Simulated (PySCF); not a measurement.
## Indirect couplings

Bonds (- single, = double, # triple, : aromatic): F1-C2 1.308 Å, C2-F3 1.308 Å, C2=C4 1.329 Å, C4-F5 1.308 Å, C4-F6 1.308 Å.

Couplings: B3LYP/pcJ-1 in PySCF, geometry PBE0-D3(BJ)/def2-SVP; gas phase, one conformer, non-relativistic. Couplings are averaged over pairs made equivalent by symmetry, fast rotation or ring inversion, so a value needn't be that of the named pair in this geometry, while other rotamers aren't included; one pair stands for each set, and the list holds those of at least 1.5 Hz over up to four bonds. One-bond C–F couplings come out tens of Hz too large with common functionals.

Isotopes: 19F, 13C.

| pair | bonds | J (Hz) |
| --- | --- | --- |
| F1, C2 | 1 | -353.4 |
| C2, C4 | 1 | 212.5 |
| F1, F3 | 2 | 45.0 |
| F1, C4 | 2 | ? |
| F1, F5 | 3 | -147.9 |
| F1, F6 | 3 | ? |

**Question.** Estimate the withheld couplings, with signs.

**Answer.** 
- 2J(F1,C4) = 55.1 Hz
- 3J(F1,F6) = 119.4 Hz
